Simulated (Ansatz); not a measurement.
A ladder of methods for AlH5S (Al(H2S)H3)

The species is AlH5S (7 atoms), meant as a singlet with charge 0. As SMILES, `[H][Al]([H])([H])<-[SH2]`. The shape comes from GFN2-xTB, which is rough for such elements, and wasn't checked as a minimum.

```xyz
7

Al    0.1298   -0.2220   -1.0116
S     0.1518   -0.2519    1.4589
H     0.5126    1.0301    1.4853
H    -1.1455    0.0493    1.4764
H     1.6822   -0.1872   -1.1886
H    -0.6661    1.1393   -1.0463
H    -0.6648   -1.5576   -1.1741
```

Each level gives the energy change with the Al1–H5 bond stretched from 1.563 to 3.907 Å (eV). The values are calculated.

```json
{"level": "revPBE/STO-3G (restricted)", "kind": "GGA", "program": "Ansatz", "value (eV)": "6.72", "less FCI/STO-3G": "+1.17", "CPU time (all runs)": "2.6 s"}
{"level": "CAM-B3LYP/STO-3G (restricted)", "kind": "range-separated hybrid", "program": "Ansatz", "value (eV)": "8.22", "less FCI/STO-3G": "+2.67", "CPU time (all runs)": "2.7 s"}
{"level": "wB97M-V/STO-3G (restricted)", "kind": "range-separated hybrid", "program": "Ansatz", "value (eV)": "8.38", "less FCI/STO-3G": "+2.83", "CPU time (all runs)": "40 s"}
{"level": "MP2/STO-3G (restricted)", "kind": "perturbation theory", "program": "Ansatz", "value (eV)": "7.11", "less FCI/STO-3G": "+1.56", "CPU time (all runs)": "0.26 s"}
{"level": "BCCD(T)/STO-3G (restricted)", "kind": "coupled cluster or CI", "program": "Ansatz", "value (eV)": "5.51", "less FCI/STO-3G": "-0.04", "CPU time (all runs)": "0.35 s"}
{"level": "CCSD/STO-3G (restricted)", "kind": "coupled cluster or CI", "program": "Ansatz", "value (eV)": "5.70", "less FCI/STO-3G": "+0.15", "CPU time (all runs)": "0.31 s"}
{"level": "CCSDT/STO-3G (restricted)", "kind": "coupled cluster or CI", "program": "Ansatz", "value (eV)": "5.55", "less FCI/STO-3G": "0.00", "CPU time (all runs)": "0.52 s"}
{"level": "CCSDTQ/STO-3G (restricted)", "kind": "coupled cluster or CI", "program": "Ansatz", "value (eV)": "5.55", "less FCI/STO-3G": "0.00", "CPU time (all runs)": "8.2 s"}
{"level": "FCI/STO-3G", "kind": "exact in the basis", "program": "Ansatz", "value (eV)": "5.55", "less FCI/STO-3G": "0.00", "CPU time (all runs)": "20 s"}
```

FCI/STO-3G is exact within its basis and frozen core, so for wave-function methods in that basis the difference is their error; functionals converge differently with the basis, so for them it is only a difference. The first shape isn't each level's own minimum. The values span 5.51 to 8.38 eV. All rows use very small basis sets, so even the best lies far from the true value. CPU times are rough (shared hosts, several kinds of processor): they show what a rung costs within a factor of a few.
